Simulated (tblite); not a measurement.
C2HN2 (doublet state).
InChI=1S/C2HN2/c3-1-2-4/h1H

All values are computed: GFN2-xTB (tblite) harmonic vibrations without scaling, gas phase. This tight-binding method is rough: wavenumbers can miss measured ones by several per cent, in bad cases by 10 to 20. Open shells enter through the occupations alone, without spin polarisation, and single modes of such species can be off by tens of per cent.

How many normal modes are there?

5 atoms, non-linear: 3N − 6 = 9.

What is the point group of the computed structure, and how do the modes divide by symmetry?

Cs. The vibrations span 7 a′ + 2 a″.

How many distinct wavenumbers does the calculation give?

9: Cs has no degenerate species.

How many fundamentals are allowed in the infrared by symmetry?

9 of 9: in Cs every mode is allowed. All fundamentals are allowed in the Raman spectrum.

Zero-point energy?

Half the sum of the wavenumbers, 5392 cm⁻¹, or 0.669 eV from 9 modes; those above 1550 cm⁻¹ give 0.430 eV of it.

How far is the lowest real mode excited at 77 K, as a harmonic oscillator?

215.5 cm⁻¹ is a vibrational temperature θ of 310 K. The population of v = 1 over v = 0 is exp(−θ/T) = 0.018, and the mean quantum number is 0.018.
